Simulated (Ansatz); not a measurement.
Gas-phase reaction in SMILES: c1ccco1 + 4 C (CH4) + O (H2O) → 2 C=C (C2H4) [ethene] + CC (C2H6) [ethane] + 2 OC (CH4O) [methanol]

Wanted: bond separation energy (enthalpy at 298 K), in kcal/mol. Terms: spin-orbit terms left out; 6-311+G** with 5d; LANL2DZ all-electron up to Ne; non-relativistic; dispersion terms only where a functional's name holds one; 6-31G* and kin with 6d, 5d where marked. Ab initio and DFT rows: single points at B3LYP-D3(BJ) geometries (Ansatz, a first-principles code), with unscaled harmonic terms from B3LYP/6-31G* (Ansatz) at its own minima.

Measured values: Active Thermochemical Tables 1.112 (ions: stationary electron), as tabulated in the package chemicals; G2/97 table in ASE (Curtiss et al.); they hold spin-orbit and core effects, anharmonicity. 

Value to compare with, the measured value: 46.5 kcal/mol.

```json
[
 {"level": "B3LYP/STO-3G", "program": "Ansatz", "bond separation energy (enthalpy at 298 K) (kcal/mol)": "58.7", "error": "12.2"},
 {"level": "B3LYP/3-21G", "program": "Ansatz", "bond separation energy (enthalpy at 298 K) (kcal/mol)": "43.5", "error": "-3.0"},
 {"level": "B3LYP/LANL2DZ", "program": "Ansatz", "bond separation energy (enthalpy at 298 K) (kcal/mol)": "44.6", "error": "-1.9"},
 {"level": "B3LYP/6-31G", "program": "Ansatz", "bond separation energy (enthalpy at 298 K) (kcal/mol)": "44.0", "error": "-2.5"},
 {"level": "B3LYP/6-31G*", "program": "Ansatz", "bond separation energy (enthalpy at 298 K) (kcal/mol)": "46.8", "error": "0.3"},
 {"level": "B3LYP/6-31+G*", "program": "Ansatz", "bond separation energy (enthalpy at 298 K) (kcal/mol)": "44.9", "error": "-1.6"},
 {"level": "B3LYP/6-31G**", "program": "Ansatz", "bond separation energy (enthalpy at 298 K) (kcal/mol)": "46.8", "error": "0.3"},
 {"level": "B3LYP/def2-SVP", "program": "Ansatz", "bond separation energy (enthalpy at 298 K) (kcal/mol)": "45.8", "error": "-0.7"},
 {"level": "B3LYP/cc-pVDZ", "program": "Ansatz", "bond separation energy (enthalpy at 298 K) (kcal/mol)": "44.9", "error": "-1.6"},
 {"level": "B3LYP/6-311+G**", "program": "Ansatz", "bond separation energy (enthalpy at 298 K) (kcal/mol)": "44.0", "error": "-2.5"},
 {"level": "B3LYP/def2-TZVPD", "program": "Ansatz", "bond separation energy (enthalpy at 298 K) (kcal/mol)": "44.4", "error": "-2.1"}
]
```

Among the 10 habitual levels, B3LYP/STO-3G lies farthest from the measured value (12.2 kcal/mol); 3 of 10 lie above it, and their mean absolute error is 2.7 kcal/mol, the median 1.8. One case shows no general order.

The sets are all those run for this method; left out are runs that failed, that the program found above a lower state of the same kind, or whose <S^2> lies over 0.5 above the pure value.
